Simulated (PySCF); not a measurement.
## Levels along the 13-electron series

One electron added to the closed shell [Ne] 3s2: EOM-EA-CCSD calculated with PySCF 2.14, two-component X2C-1e with screened spin-orbit coupling, each ion in its own even-tempered basis, 1s2 frozen, the virtual space cut to natural spinors and corrected at second order; no Breit or QED terms. Binding energy of 3p1/2 and energies of the other levels above it, in eV.

```json
{"ion": "Al", "3p1/2 binding": "5.935", "3p3/2 − 3p1/2": "0.015", "NIST ionisation energy": "5.986"}
{"ion": "Si⁺", "3p1/2 binding": "16.296", "3p3/2 − 3p1/2": "0.038", "NIST ionisation energy": "16.346"}
{"ion": "P²⁺", "3p1/2 binding": "30.145", "3p3/2 − 3p1/2": "0.074", "NIST ionisation energy": "30.203"}
{"ion": "S³⁺", "3p1/2 binding": "47.301", "3p3/2 − 3p1/2": "0.125", "NIST ionisation energy": "47.222 ± 0.012 (s)"}
{"ion": "Cl⁴⁺", "3p1/2 binding": "67.712", "3p3/2 − 3p1/2": "0.195", "NIST ionisation energy": "67.68 ± 0.1 (s)"}
{"ion": "Ar⁵⁺", "3p1/2 binding": "91.267", "3p3/2 − 3p1/2": "0.288", "NIST ionisation energy": "91.29 ± 0.01"}
{"ion": "K⁶⁺", "3p1/2 binding": "117.96", "3p3/2 − 3p1/2": "0.407", "NIST ionisation energy": "117.56 ± 0.11"}
{"ion": "Ca⁷⁺", "3p1/2 binding": "147.79", "3p3/2 − 3p1/2": "0.558", "NIST ionisation energy": "147.24 ± 0.12"}
{"ion": "Sc⁸⁺", "3p1/2 binding": "180.72", "3p3/2 − 3p1/2": "0.745", "NIST ionisation energy": "180.03 ± 0.12"}
{"ion": "Ti⁹⁺", "3p1/2 binding": "216.77", "3p3/2 − 3p1/2": "0.973", "NIST ionisation energy": "215.92 ± 0.12"}
```

Each ion has its own basis, which adds noise of up to about 0.1 % of the binding energies along the series.

The 3p interval goes from 0.01498 to 0.9728 eV, as Z to the power 7.93; a hydrogen-like ion gives 4, and the power is higher where the screened charge Z − σ still grows faster than Z or where Zα is large.

NIST values marked (s) are semi-empirical, (t) theoretical.
